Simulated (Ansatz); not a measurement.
System: hematite (α-Fe2O3). Method: PBEsol in Ansatz (hard PAW).

Run with plane-wave cutoff 930 eV, 10×10×10 k mesh, Fermi–Dirac smearing 0.05 eV, magnetic order afm+--+, spin-polarised with opposed moments.

Cell (relaxed at this level):

```cif
data_Fe4O6
_chemical_formula_sum 'Fe4 O6'
_space_group_name_H-M_alt 'P 1'
_space_group_IT_number 1
_cell_length_a 5.36298
_cell_length_b 5.36298
_cell_length_c 5.36298
_cell_angle_alpha 54.585
_cell_angle_beta 54.585
_cell_angle_gamma 54.585
loop_
_space_group_symop_operation_xyz
  'x, y, z'
loop_
_atom_site_label
_atom_site_type_symbol
_atom_site_fract_x
_atom_site_fract_y
_atom_site_fract_z
_atom_site_occupancy
Fe1 Fe 0.35484 0.35484 0.35484 1
Fe2 Fe 0.14516 0.14516 0.14516 1
Fe3 Fe 0.64516 0.64516 0.64516 1
Fe4 Fe 0.85484 0.85484 0.85484 1
O1 O 0.55951 0.94049 0.25000 1
O2 O 0.25000 0.55951 0.94049 1
O3 O 0.94049 0.25000 0.55951 1
O4 O 0.44049 0.05951 0.75000 1
O5 O 0.75000 0.44049 0.05951 1
O6 O 0.05951 0.75000 0.44049 1
```

Estimate the magnetic moment (largest site, within a sphere) and band gap that the calculation returns.


- magnetic moment (largest site, within a sphere): 3.13 μB
- band gap: 0.35 eV (on the SCF k mesh)

Measured, for comparison: band gap 2.6 eV (temperature not stated, not corrected to a static lattice, photoemission and inverse photoemission; as tabulated in Parkinson (2016), arXiv:1602.06774). Computed (rounded) less measured: band gap -2.25 eV.

Moments are spin moments.

The computed numbers hold no vibrational or temperature effects.

Ansatz is a quantum-chemistry and plane-wave program.
